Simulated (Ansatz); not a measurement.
Reaction (SMILES): FCF → F[CH]F + H atom
B3LYP-D3(BJ)/def2-TZVP geometries, fixed; electronic energies without zero-point terms.
Largest species:
```
C
F 1 1.3618
F 1 1.3618 2 108.56
H 1 1.0913 2 108.69 3 -118.06
H 1 1.0913 4 113.42 3 -121.01
```
Charge 0, spin multiplicity 1.

Basis-set convergence of the bond dissociation energy at MP2 with Ansatz (a quantum-chemistry and plane-wave program). Cartesian d functions, on some or all atoms, in 6-31G**, 6-31+G*; all else is spherical. Cores are frozen. Open shells are unrestricted. No added dispersion term, no relativity. Functions are those of the species that has most. Reference: Hartree-Fock in aug-cc-pVQZ plus the correlation part extrapolated as X^-3 from aug-cc-pVTZ and aug-cc-pVQZ, 108.54 kcal/mol, itself unsure by roughly 0.28 kcal/mol (a third of the extrapolation step and of the last Hartree-Fock step). Deviations are taken from unrounded values.

| basis | functions | bond dissociation energy (kcal/mol) | minus reference (kcal/mol) |
|---|---|---|---|
| 3-21G | 31 | 94.55 | -13.98 |
| 6-31G | 31 | 97.34 | -11.19 |
| cc-pVDZ | 52 | 101.82 | -6.71 |
| 6-31G** | 55 | 103.79 | -4.74 |
| 6-31+G* | 61 | 100.47 | -8.06 |
| def2-SVPD | 82 | 104.90 | -3.63 |
| def2-TZVP | 105 | 104.63 | -3.90 |
| cc-pVTZ | 118 | 106.45 | -2.08 |
| pcseg-2 | 118 | 106.97 | -1.57 |
| def2-TZVPP | 121 | 106.69 | -1.84 |
| jun-cc-pV(T+d)Z | 145 | 106.75 | -1.79 |
| def2-TZVPPD | 151 | 106.91 | -1.63 |
| cc-pVQZ | 225 | 107.75 | -0.79 |
| def2-QZVPP | 231 | 107.77 | -0.76 |
| pcseg-3 | 246 | 107.95 | -0.59 |
| def2-QZVPPD | 261 | 107.75 | -0.78 |
| aug-cc-pVQZ | 332 | 107.89 | -0.65 |
| aug-pcseg-3 | 353 | 107.91 | -0.63 |
